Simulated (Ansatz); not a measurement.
`OC(O)(Cl)Cl`. Total charge 0; spin multiplicity 1. Geometry: relaxed with PBE0-D4/def2-TZVP. It is one conformer, not always the lowest.

```xyz
7

O    -1.152    0.217   -0.377
C     0.010   -0.201    0.203
O     1.120    0.430   -0.276
Cl    0.009    0.107    1.962
Cl    0.081   -1.961   -0.093
H    -1.240    1.163   -0.197
H     1.171    0.245   -1.223
```

Task: What is the dipole moment at PBE/def2-TZVPP? (Best estimate.)

Result: Computed: 2.29 D, with components (-0.08, 1.61, -1.63) D in this frame, pointing from negative to positive charge.

Task: And with r2SCAN, B3LYP, ωB97M-V? (An estimate is asked.)

Result: The calculation gave: r2SCAN 2.38 D, B3LYP 2.26 D, ωB97M-V 2.25 D.

Task: Give the Mulliken charges with PBE, B3LYP, ωB97M-V in def2-TZVPP. (Best estimate.)

Result: Computed: 
```
atom    PBE  B3LYP  ωB97M-V
  O1  -0.22  -0.26    -0.24
  C2   0.23   0.32     0.23
  O3  -0.22  -0.26    -0.24
 Cl4  -0.10  -0.10    -0.07
 Cl5  -0.10  -0.10    -0.07
  H6   0.20   0.20     0.20
  H7   0.20   0.20     0.20
```

B3LYP here is the variant with VWN-RPA as its local correlation; programs differ in this.
